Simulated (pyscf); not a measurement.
Optimised with ωB97X-D3(BJ)/def2-SVP in PySCF. Correlated levels are frozen-core, on RHF or UHF. ΔMP2 is the change of the MP2 total energy from the triple- to the quadruple-zeta basis.

### Question
For the elementary gas-phase step HO–BH–OH + methane (CH₄) → water (H₂O) + H₃C–BH–OH (singlet surface; B–O, C–H broken, H–O, B–C formed), what barrier and reaction energy does MP2/def2-QZVPP give, measured from the separated reactants?

### Answer
ΔE‡ = 267.6 kJ/mol, ΔE = +136.4 kJ/mol. CCSD(T)/def2-TZVPP + ΔMP2(QZVPP) gives 276.5 kJ/mol and +135.5 kJ/mol. Zero-point energy shifts the barrier by -4.7 kJ/mol. It is a four-centre exchange, with an imaginary mode of 1452i cm⁻¹. On the product side the descent ends in a complex (not fully relaxed), 24.2 kJ/mol under the separated species and 156.4 kJ/mol under the saddle at ωB97X-D3(BJ)/def2-TZVP. The products may also form a dative adduct at H₃C–BH–OH; it and routes through it were not searched. One saddle was located; it need not be the lowest between these sides. The CCSD(T) − MP2 part came from Ansatz, without density fitting, on the same reference.
